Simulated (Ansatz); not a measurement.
The first iterations of a band of BH3O2 (6 atoms, charge 0, multiplicity 1).

These are results of Ansatz 0.2.0, RKS r2SCAN-D4/6-31G*, not measurements.

```json
{
 "movable images": "2",
 "climbing image": "yes",
 "spring": "5.0 eV/Å²",
 "optimiser": "quadratic models (default)",
 "start path": "through a guess of the saddle point",
 "force threshold": "0.03 eV/Å",
 "iteration limit": "60",
 "end points": "relaxed"
}
```

First end point:

```xyz
6
Properties=species:S:1:pos:R:3
B 0.202 -0.301 0.100
H 0.075 -0.322 1.302
O 1.431 -0.321 -0.490
H 2.132 -0.353 0.173
O -0.875 -0.256 -0.733
H -1.700 -0.245 -0.231
```

Last end point:

```xyz
6
Properties=species:S:1:pos:R:3
B -0.734 -0.524 0.417
H 1.290 -0.108 0.900
O 2.039 0.127 0.315
H 2.321 -0.739 -0.017
O -1.344 -0.235 -0.701
H -2.307 -0.319 -0.794
```

| iteration | highest image above the first end (eV) | largest band force component (eV/Å) |
| --- | --- | --- |
| 1 | 5.753 | 17.609 |
| 2 | 4.975 | 1.601 |
| 3 | 4.756 | 1.119 |
| 4 | 4.710 | 1.194 |
| 5 | 4.587 | 0.945 |
| 6 | 4.494 | 0.530 |
| 7 | 4.406 | 0.526 |
| 8 | 4.371 | 0.359 |
| 9 | 4.369 | 0.351 |
| 10 | 4.387 | 0.620 |
| 11 | 4.477 | 0.966 |
| 12 | 4.591 | 1.416 |
| 13 | 4.760 | 1.763 |

Task: Does the band converge within its limit, and where does its top end?

Result: The forces met the threshold. It ended after 39 iterations with the highest image 5.212 eV above the first end. Neighbouring images differ by up to 4.0 eV, so the band resolves the path poorly. The order of the stationary point at the top wasn't checked. So few images can step over the top or miss a turn of the path. The orbitals stay closed-shell, which can raise the energy where a bond breaks towards radicals; this wasn't checked here.

The run took 2.1 min on 1 thread of Intel(R) Xeon(R) Platinum 8259CL CPU @ 2.50GHz (Skylake/Cascade Lake), with other jobs on the host, peak memory 0.13 GiB.
